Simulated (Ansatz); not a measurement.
Input file:

```yaml
crystal:
  periodic: [false, false, false]
  atoms:
    - {symbol: C, position_ang: [0.702581, 1.820873, 0.000000]}
    - {symbol: C, position_ang: [0.702581, 0.296325, 0.000000]}
    - {symbol: C, position_ang: [-0.702581, -0.296325, 0.000000]}
    - {symbol: C, position_ang: [-0.702581, -1.820873, 0.000000]}
    - {symbol: H, position_ang: [1.719809, 2.222340, 0.000000]}
    - {symbol: H, position_ang: [-1.719809, -2.222340, 0.000000]}
    - {symbol: H, position_ang: [0.188154, 2.210362, 0.883614]}
    - {symbol: H, position_ang: [0.188154, 2.210362, -0.883614]}
    - {symbol: H, position_ang: [-0.188154, -2.210362, 0.883614]}
    - {symbol: H, position_ang: [-0.188154, -2.210362, -0.883614]}
    - {symbol: H, position_ang: [1.247707, -0.072660, -0.877569]}
    - {symbol: H, position_ang: [1.247707, -0.072660, 0.877569]}
    - {symbol: H, position_ang: [-1.247707, 0.072660, -0.877569]}
    - {symbol: H, position_ang: [-1.247707, 0.072660, 0.877569]}
basis:
  gaussian: {orbitals: STO-3G}
magnetization: {spin_polarized: true, initial_magnetization: 0}
hamiltonian: {xc: hf}
output: {orbitals: {seedname: orbitals}}
```

```sh
$ ansatz run in.yaml --threads 1 --pin off --events-out ev --progress --plain --max-ram 3956MiB --backend cpu
```

Output:

```
424 factors; integrals over basis functions are off by at most 3.7e-5 eV
mean field evaluation 1: about -4229.4731 eV, gradient 9.1e0 eV
mean field evaluation 2: about -4229.7441 eV, gradient 9.0e0 eV
mean field evaluation 4: about -4230.4267 eV, gradient 3.1e-1 eV
mean field evaluation 8: about -4230.4268 eV, gradient 1.1e-5 eV
mean field -4230.42676977 eV, -155.4653163026 hartree, gradient 1.1e-5 eV, S^2 0.000000; 0 other end points of the search recorded, 0 dependent functions left out
reference -4230.42676977 eV, -155.4653163026 hartree; 17, 17 occupied and 13, 13 virtual orbitals, 424 factors
Total energy: -4230.42676977 eV, -155.4653163026 hartree
```

Ran on 1 thread of AMD EPYC 7R13, shared host: 0.21 s wall, 0.1 GiB peak host memory.
